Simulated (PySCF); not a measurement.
AlF₃, SMILES [F][Al]([F])[F]. Coordinates come from a PBE-D3(BJ)/def2-TZVP optimisation. The isomer is the one that the SMILES or the coordinates give; other isomers of the formula were not compared.

**Question.** Give the equilibrium geometry at PBE-D3(BJ)/def2-TZVP (PySCF confirms it by a frequency run) as a Z-matrix, and its point group. (Estimate from the structure and the level; the computed values follow.)

**Answer.** point group D3h.
```
Al
F 1 1.6472
F 1 1.6472 2 120.00
F 1 1.6472 2 120.00 3 180.00
```
